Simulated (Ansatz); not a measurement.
Basis-set extrapolation for ClHMgS, SMILES `[SH][Mg][Cl]` (PBE0-D4/def2-TZVP geometry, frozen core, Ansatz). Multiplicity 1, RHF reference. For Mg the program correlates outer-core shells too, which these sets cover unevenly, so the extrapolated numbers aren't a true limit.

|  | def2-TZVPP | def2-QZVPP |
| --- | --- | --- |
| HF | -1057.379024 | -1057.412444 |
| MP2 correlation | -0.559508 | -0.636818 |
| CCSD(T) correlation | -0.619667 | not run |

Energies in hartree. Use E(X) = E(∞) + A·exp(−7.88·√X) for Hartree–Fock and E(X) = E(∞) + B·X^(−2.97) for correlation, with X = 3 and 4, and add CCSD(T) minus MP2 of the smaller set to the MP2 limit.

**Question.** What is the CCSD(T) energy at the basis-set limit?

**Answer.** HF limit: -1057.412444 + (-0.033420) × 0.13774 = -1057.41705. MP2 limit: -0.636818 + (-0.077310) × 0.74074 = -0.69408. Higher-order term: -0.619667 − (-0.559508) = -0.06016. Total: -1058.17129 hartree, 4.70 eV below CCSD(T)/def2-TZVPP.
